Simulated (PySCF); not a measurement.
Molecule: `CO/C(C)=C/Cl`, C₄H₇ClO.

Atom-mapped SMILES (the numbers label the heavy atoms): `[CH3:1][O:2]/[C:3]([CH3:4])=[CH:5]/[Cl:6]`. Each H is labelled by its parent atom.

Geometry PBE0-D3(BJ)/def2-SVP throughout; GIAO in PySCF, gas phase, one conformer, non-relativistic; equivalent atoms averaged; functional PBE0.

For orientation, pcSseg-1 gives these shifts δ (against TMS, H2O, HCl at the same level): C3 163.9, C5 99.3, C1 53.9, C4 17.4, O2 119.1, Cl6 120.7, H(C5) 4.76, H(C1) 3.43, H(C4) 1.97 ppm.

A run gave: C3 122.8, C5 93.2, C1 48.7, C4 19.8, O2 47.5, Cl6 36.9, H(C5) 4.06, H(C1) 2.51, H(C4) 1.75 ppm (shifts δ (against TMS, H2O, HCl at the same level)).

Which basis set was used in that run?
A. def2-TZVP
B. 6-31G
C. STO-3G
D. 6-31G*

## Answers

C. C3 tells them apart best: STO-3G gives 122.8, def2-TZVP gives 164.4, 6-31G* gives 148.9, 6-31G gives 152.4 ppm.
